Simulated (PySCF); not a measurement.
C₃H₃ClO.
Numbering: `[CH2:1]=[C:2]([Cl:3])[CH:4]=[O:5]` (hydrogens: H6, H7 on C1; H8 on C4)

Computed, not measured: EOM-IP-CCSD/aug-cc-pVDZ in PySCF, restricted Hartree–Fock reference, 9 core orbitals frozen, non-relativistic, gas phase, PBE0-D3(BJ)/def2-SVP geometry.

Hartree–Fock orbital energies give these Koopmans values (eV): HOMO 10.51, HOMO-1 12.12, HOMO-2 13.18, HOMO-3 14.03, HOMO-4 15.36, HOMO-5 15.71, HOMO-6 16.96, HOMO-7 18.33.

What vertical ionisation energies does EOM-IP-CCSD give?

```json
{"leading hole (HF orbital)": "HOMO", "Koopmans (eV)": "10.51", "EOM-IP-CCSD (eV)": "10.30", "change (eV)": "-0.21", "one-hole share": "0.96"}
{"leading hole (HF orbital)": "HOMO-1", "Koopmans (eV)": "12.12", "EOM-IP-CCSD (eV)": "10.42", "change (eV)": "-1.70", "one-hole share": "0.94"}
{"leading hole (HF orbital)": "HOMO-2", "Koopmans (eV)": "13.18", "EOM-IP-CCSD (eV)": "12.13", "change (eV)": "-1.05", "one-hole share": "0.95"}
{"leading hole (HF orbital)": "HOMO-3", "Koopmans (eV)": "14.03", "EOM-IP-CCSD (eV)": "13.11", "change (eV)": "-0.92", "one-hole share": "0.94"}
{"leading hole (HF orbital)": "HOMO-4", "Koopmans (eV)": "15.36", "EOM-IP-CCSD (eV)": "14.13", "change (eV)": "-1.23", "one-hole share": "0.95"}
{"leading hole (HF orbital)": "HOMO-5", "Koopmans (eV)": "15.71", "EOM-IP-CCSD (eV)": "14.83", "change (eV)": "-0.88", "one-hole share": "0.92"}
{"leading hole (HF orbital)": "HOMO-6", "Koopmans (eV)": "16.96", "EOM-IP-CCSD (eV)": "15.32", "change (eV)": "-1.64", "one-hole share": "0.94"}
{"leading hole (HF orbital)": "HOMO-7", "Koopmans (eV)": "18.33", "EOM-IP-CCSD (eV)": "16.17", "change (eV)": "-2.16", "one-hole share": "0.93"}
```

Does the order of the lines follow the orbital energies?

Yes, no two lines change places. The corrections run from -2.16 to -0.21 eV, with a mean of -1.22 eV over the 8 lines; no line lies above its Koopmans value. Koopmans values leave out both the relaxation of the orbitals and the change in correlation energy.

At what kinetic energies would He I light (21.22 eV) eject these electrons?

10.92 eV (HOMO), 10.80 eV (HOMO-1), 9.09 eV (HOMO-2), 8.11 eV (HOMO-3), 7.09 eV (HOMO-4), 6.39 eV (HOMO-5), 5.90 eV (HOMO-6), 5.05 eV (HOMO-7).

Lines less than 0.15 eV apart could change places at a higher level. One root was sought for each valence orbital with −ε under 21 eV, eight at most, so deeper holes and satellites are missing; no vibrational structure.

Shape of the structure used: `[CH2:1]=[C:2]([Cl:3])[CH:4]=[O:5]`: C1–C2–C4–O5 0°.

One conformer stands for the species.
